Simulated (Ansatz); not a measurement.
**Scan of SnH2⁺, doublet**

Starting geometry (PBE0/def2-TZVP stationary point for this spin, not checked as a minimum):

| atom | x (Å) | y (Å) | z (Å) |
| --- | --- | --- | --- |
| Sn | 0.0000 | 0.0000 | 0.0000 |
| H | 0.0000 | 0.0000 | -1.6554 |
| H | 0.0000 | 0.0000 | 1.6554 |

From there the angle named below is changed in its plane at fixed bond lengths, both arms turning rigidly about the middle atom; atoms are numbered as listed. Energies are in eV, counted from the starting geometry at the same level. Kohn–Sham curves are unrestricted where that lies lower.

Basis def2-SVP with its core potentials; Ansatz 0.2.0. Only valence electrons are correlated (noble-gas cores and the filled d shells of p-block atoms frozen). No spin–orbit coupling is included; scalar relativity enters through the core potentials alone.

A value is left out where its run failed or describes another state than the reference as far as symmetry and spin tell, or, spin-broken singlets apart, can't be checked.

In so small a basis the reference is far from its limit while semilocal and hybrid functionals are nearer theirs (RPA and double hybrids share much of the reference's basis error), so the functionals' errors here hold much of the reference's basis and frozen-core error, which can add to them or hide them.

Full CI is exact within this basis and frozen core; it isn't the basis-set limit.

```json
{"angle H2-Sn1-H3 (°)": "66.3", "full CI": "0.634", "PBE": "0.665", "BLYP": "0.603", "r2SCAN": "0.710", "B97M-V": "0.618", "PBE0": "0.681", "wB97M-V": "0.654", "B2PLYP": "–"}
{"angle H2-Sn1-H3 (°)": "86.8", "full CI": "-0.382", "PBE": "-0.331", "BLYP": "-0.400", "r2SCAN": "-0.322", "B97M-V": "-0.426", "PBE0": "-0.348", "wB97M-V": "-0.378", "B2PLYP": "-0.403"}
{"angle H2-Sn1-H3 (°)": "104.1", "full CI": "-0.796", "PBE": "-0.734", "BLYP": "-0.799", "r2SCAN": "-0.739", "B97M-V": "-0.842", "PBE0": "-0.767", "wB97M-V": "-0.797", "B2PLYP": "-0.825"}
{"angle H2-Sn1-H3 (°)": "120.7", "full CI": "-0.916", "PBE": "-0.851", "BLYP": "-0.911", "r2SCAN": "-0.859", "B97M-V": "-0.959", "PBE0": "-0.889", "wB97M-V": "-0.919", "B2PLYP": "-0.945"}
{"angle H2-Sn1-H3 (°)": "140.7", "full CI": "-0.763", "PBE": "-0.708", "BLYP": "-0.759", "r2SCAN": "-0.705", "B97M-V": "-0.800", "PBE0": "-0.738", "wB97M-V": "-0.766", "B2PLYP": "-0.785"}
{"angle H2-Sn1-H3 (°)": "160.7", "full CI": "-0.345", "PBE": "-0.314", "BLYP": "-0.346", "r2SCAN": "-0.297", "B97M-V": "-0.368", "PBE0": "-0.327", "wB97M-V": "-0.347", "B2PLYP": "-0.355"}
{"angle H2-Sn1-H3 (°)": "180.0", "full CI": "0.000", "PBE": "0.000", "BLYP": "0.000", "r2SCAN": "0.000", "B97M-V": "0.000", "PBE0": "0.000", "wB97M-V": "0.000", "B2PLYP": "0.000"}
```
